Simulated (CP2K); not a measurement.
**C2H3ClF2 (1-chloro-1,1-difluoroethane) at GFN2-xTB**

Aim: the vertical ionisation energy of C2H3ClF2 (1-chloro-1,1-difluoroethane) at GFN2-xTB, from 2 runs. Input form: an ASE script.

Program for the calculation: CP2K 2026.2.

1 further run of the same task is left out (set aside as unsound or not needed).

### Step 1. The system as given

C2H3ClF2: 8 atoms, total charge 0, spin state singlet. SMILES: `CC(F)(F)Cl`. The shape is that of a GFN2-xTB optimisation.

Bond lengths: C1–C2 1.508 Å, C2–F3 1.347 Å, C2–F4 1.346 Å, C2–Cl5 1.793 Å, C1–H6 1.086 Å, C1–H7 1.089 Å, C1–H8 1.086 Å. Some angles: C1–C2–F3 111.6°, C1–C2–F4 111.6°, C1–C2–Cl5 112.0°, F3–C2–F4 105.6°, F3–C2–Cl5 107.8°, F4–C2–Cl5 107.9°, C2–C1–H6 109.5°, C2–C1–H7 108.7°, C2–C1–H8 109.5°, H6–C1–H7 109.6°.

### Step 2. Energy and gradient at GFN2-xTB

File molecule.xyz:

```xyz
8

C     -0.598650    -0.308890     0.482700
C      0.524640     0.180140    -0.396340
F      1.724140     0.012840     0.193850
F      0.589220    -0.511840    -1.549250
Cl     0.350840     1.916930    -0.804840
H     -0.602950     0.253260     1.411870
H     -0.441670    -1.365210     0.694730
H     -1.545570    -0.177240    -0.032730
```

File run.py:

```python
import numpy as np
from ase.io import read
from ase.calculators.cp2k import CP2K

atoms = read("molecule.xyz")
atoms.set_cell([11.3, 11.3, 11.0])
atoms.center()
inp = """
&FORCE_EVAL
    METHOD QUICKSTEP
    &DFT
        &QS
            METHOD XTB
            EPS_DEFAULT 1.0E-10
            &XTB
                GFN_TYPE TBLITE
                &TBLITE
                    METHOD GFN2
                &END TBLITE
                CHECK_ATOMIC_CHARGES F
            &END XTB
        &END QS
        # cluster boundary conditions
        &POISSON
            PERIODIC NONE
            POISSON_SOLVER ANALYTIC
        &END POISSON
        # SCF settings
        &SCF
            SCF_GUESS ATOMIC
            EPS_SCF 1.0E-06
            MAX_SCF 150
            ADDED_MOS 8
            &DIAGONALIZATION
                ALGORITHM STANDARD
            &END DIAGONALIZATION
            &MIXING
                METHOD DIRECT_P_MIXING
                ALPHA 0.4
            &END MIXING
            &SMEAR ON
                METHOD FERMI_DIRAC
                ELECTRONIC_TEMPERATURE [K] 300
            &END SMEAR
        &END SCF
        &PRINT
            &MOMENTS
                PERIODIC F
                REFERENCE COM
                MAX_MOMENT 1
            &END MOMENTS
            &MO ON
                ENERGIES T
                OCCUPATION_NUMBERS T
                NDIGITS 6
                &EACH
                    QS_SCF 0
                &END EACH
                ADD_LAST NUMERIC
            &END MO
            &HIRSHFELD OFF
            &END HIRSHFELD
        &END PRINT
    &END DFT
    &SUBSYS
    &END SUBSYS
&END FORCE_EVAL
"""
calculator = CP2K(command="cp2k.psmp -s", label="gas", inp=inp, basis_set=None, basis_set_file=None, potential_file=None, pseudo_potential=None, xc=None, cutoff=None, max_scf=None, charge=None, uks=False,
            force_eval_method=None, print_level="LOW", poisson_solver=None, stress_tensor=False)
atoms.calc = calculator
e = atoms.get_potential_energy()
f = atoms.get_forces()
print(f"energy = {e:.6f} eV")
print("forces (eV/angstrom):")
for s, v in zip(atoms.get_chemical_symbols(), f):
    print(f"{s:2s} {v[0]:10.5f} {v[1]:10.5f} {v[2]:10.5f}")
```

Command:

```bash
$ OMP_NUM_THREADS=1 python run.py
```

Log:

```text
energy = -539.624078 eV
forces (eV/angstrom):
C    -0.00540   -0.00017   -0.00400
C     0.01180    0.00587    0.01959
F    -0.01110    0.00147   -0.00888
F     0.00196   -0.00189   -0.00956
Cl   -0.00088   -0.00578    0.00021
H     0.00122    0.00023   -0.00148
H    -0.00111    0.00011    0.00251
H     0.00351    0.00015    0.00162
```

gas.out:

```text
CP2K| version string:                                       CP2K version 2026.2
 CP2K| Input file name                                                   gas.inp

 GLOBAL| Basis set file name                                           BASIS_SET
 GLOBAL| Potential file name                                           POTENTIAL
 GLOBAL| Coordinate file name                                      __STD_INPUT__
 GLOBAL| Method name                                                        CP2K
 GLOBAL| Project name                                                        gas
 GLOBAL| Run type                                                   ENERGY_FORCE
 GLOBAL| FFT library                                                       FFTW3
 GLOBAL| Diagonalization library                                       ScaLAPACK
 GLOBAL| Global print level                                                  LOW
 GLOBAL| Total number of message passing processes                             1
 GLOBAL| Number of threads for this process                                    1
 GLOBAL| CPU model name                                 Intel(R) Xeon(R) 6975P-C

 GENERATE|  Preliminary Number of Bonds generated:                             0
 GENERATE|  Achieved consistency in connectivity generation.

[... 3 lines left out ...]
 *** WARNING in qs_kind_types.F:2330 :: Information provided in the input ***
[... 5 lines left out ...]
 *** WARNING in qs_kind_types.F:2330 :: Information provided in the input ***
[... 76 lines left out ...]
  *** SCF run converged in    14 steps ***
[... 2 lines left out ...]
  Repulsive potential energy:                                   0.09102568593239
[... 1 line left out ...]
  Self-consistent dispersion energy:                           -0.00384358302976
[... 2 lines left out ...]
  Electronic entropic energy:                                  -0.00000000000000
[... 2 lines left out ...]
  Total energy:                                               -19.83082081972174
[... 2 lines left out ...]
 TB_DIPOLE| Dipole type                                             non-periodic
[... 1 line left out ...]
 TB_DIPOLE| Moment [a.u.]          -0.85667785      -0.37511613       0.66840287
[... 1 line left out ...]
 TB_DIPOLE| Derivative [a.u.]       0.00000000       0.00000000       0.00000000
[... 39 lines left out ...]
 -------------------------------------------------------------------------------
```

It took 1.6 s on 1 thread of Intel Xeon 6975P-C (Granite Rapids), shared host; peak memory 0.18 GiB.

### Step 3. The doublet cation at the same level

molecule.xyz is that of step 2.

File run.py:

```python
import numpy as np
from ase.io import read
from ase.calculators.cp2k import CP2K

atoms = read("molecule.xyz")
atoms.set_cell([11.3, 11.3, 11.0])
atoms.center()
inp = """
&FORCE_EVAL
   METHOD Quickstep
   &DFT
      CHARGE 1
      MULTIPLICITY 2
      LSD T
      &QS
         METHOD XTB
         EPS_DEFAULT 1.0E-10
         &XTB
            GFN_TYPE TBLITE
            &TBLITE
               METHOD GFN2
            &END TBLITE
            CHECK_ATOMIC_CHARGES F
         &END XTB
      &END QS
      ! no periodic images
      &POISSON
         PERIODIC NONE
         POISSON_SOLVER ANALYTIC
      &END POISSON
      &SCF
         SCF_GUESS ATOMIC
         EPS_SCF 1.0E-06
         MAX_SCF 150
         ADDED_MOS 8
         &DIAGONALIZATION
            ALGORITHM STANDARD
         &END DIAGONALIZATION
         &MIXING
            METHOD DIRECT_P_MIXING
            ALPHA 0.4
         &END MIXING
      &END SCF
      &PRINT
         &MOMENTS
            PERIODIC F
            REFERENCE COM
            MAX_MOMENT 1
         &END MOMENTS
         &MO ON
            ENERGIES T
            OCCUPATION_NUMBERS T
            NDIGITS 6
            &EACH
               QS_SCF 0
            &END EACH
            ADD_LAST NUMERIC
         &END MO
         &HIRSHFELD OFF
         &END HIRSHFELD
      &END PRINT
   &END DFT
   ! atoms, cell and kinds
   &SUBSYS
   &END SUBSYS
&END FORCE_EVAL
"""
calc = CP2K(command="cp2k.psmp -s", label="job", inp=inp, basis_set=None, basis_set_file=None, potential_file=None, pseudo_potential=None, xc=None, cutoff=None, max_scf=None, charge=None, uks=False,
            force_eval_method=None, print_level="LOW", poisson_solver=None, stress_tensor=False)
atoms.calc = calc
e = atoms.get_potential_energy()
f = atoms.get_forces()
print(f"energy = {e:.6f} eV")
print("forces (eV/angstrom):")
for s, v in zip(atoms.get_chemical_symbols(), f):
    print(f"{s:2s} {v[0]:10.5f} {v[1]:10.5f} {v[2]:10.5f}")
```

Command:

```bash
$ OMP_NUM_THREADS=1 python run.py
```

Log:

```text
energy = -523.643082 eV
forces (eV/angstrom):
C    -0.54633    1.17266   -0.00065
C     1.94100   -1.48986   -0.79147
F    -0.63957    0.12472   -0.14883
F    -0.18634    0.32658    0.52908
Cl   -0.47094    0.35918    0.19703
H    -0.08166   -0.00680    0.28231
H     0.25966   -0.38886   -0.05308
H    -0.27582   -0.09761   -0.01438
```

job.out:

```text
CP2K| version string:                                       CP2K version 2026.2
 CP2K| Input file name                                                   job.inp

 GLOBAL| Basis set file name                                           BASIS_SET
 GLOBAL| Potential file name                                           POTENTIAL
 GLOBAL| Coordinate file name                                      __STD_INPUT__
 GLOBAL| Method name                                                        CP2K
 GLOBAL| Project name                                                        job
 GLOBAL| Run type                                                   ENERGY_FORCE
 GLOBAL| FFT library                                                       FFTW3
 GLOBAL| Diagonalization library                                       ScaLAPACK
 GLOBAL| Global print level                                                  LOW
 GLOBAL| Total number of message passing processes                             1
 GLOBAL| Number of threads for this process                                    1
 GLOBAL| CPU model name                                 Intel(R) Xeon(R) 6975P-C

 GENERATE|  Preliminary Number of Bonds generated:                             0
 GENERATE|  Achieved consistency in connectivity generation.

[... 3 lines left out ...]
 *** WARNING in qs_kind_types.F:2330 :: Information provided in the input ***
[... 5 lines left out ...]
 *** WARNING in qs_kind_types.F:2330 :: Information provided in the input ***
[... 99 lines left out ...]
  *** SCF run converged in    29 steps ***
[... 2 lines left out ...]
  Repulsive potential energy:                                   0.09102568593239
[... 1 line left out ...]
  Self-consistent dispersion energy:                           -0.00333419612544
[... 2 lines left out ...]
  Electronic entropic energy:                                  -0.00024235213993
[... 2 lines left out ...]
  Total energy:                                               -19.24353001571947
[... 2 lines left out ...]
 TB_DIPOLE| Dipole type                                             non-periodic
[... 1 line left out ...]
 TB_DIPOLE| Moment [a.u.]          -1.50880901      -0.07031713       1.00134328
[... 1 line left out ...]
 TB_DIPOLE| Derivative [a.u.]       0.00000000       0.00000000       0.00000000
[... 49 lines left out ...]
 -------------------------------------------------------------------------------
```

It took 1.6 s on 1 thread of Intel Xeon 6975P-C (Granite Rapids), shared host; peak memory 0.19 GiB.

### Step 4. Results

At GFN2-xTB:

```
                                                   quantity         value
                             singlet C2H3ClF2: total energy  -19.83082 Eh
singlet C2H3ClF2: dipole moment (from atomic charges alone)        2.92 D
                              singlet C2H3ClF2: HOMO energy     -12.32 eV
                              singlet C2H3ClF2: LUMO energy      -5.36 eV
                            singlet C2H3ClF2: HOMO–LUMO gap       6.96 eV
                               doublet cation: total energy  -19.24353 Eh
         doublet cation: HOMO energy (highest over α and β)     -19.61 eV
          doublet cation: LUMO energy (lowest over α and β)     -19.43 eV
         vertical ionisation energy (to the doublet cation)     15.981 eV
```

**Reading.** The vertical ionisation energy comes to 15.98 eV (1542 kJ/mol). xTB total energies overstate such differences by several eV unless an empirical shift is taken off; none is applied here. The dipole (singlet C2H3ClF2) comes from point charges on the atoms alone, without atomic dipoles, so it is partial.
